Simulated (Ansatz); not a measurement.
Bond stretch in H₂, singlet.

Calculation: full CI/aug-cc-pVDZ, frozen core run with Ansatz (a program for electronic structure).

Task: Relative to R = 0.75 Å, what are the energies at R = 0.64, 1.13, 1.24, 2.61 Å?

Result: 7.8 kcal/mol at 0.64 Å, 27.6 kcal/mol at 1.13 Å, 39.1 kcal/mol at 1.24 Å, 101.8 kcal/mol at 2.61 Å.
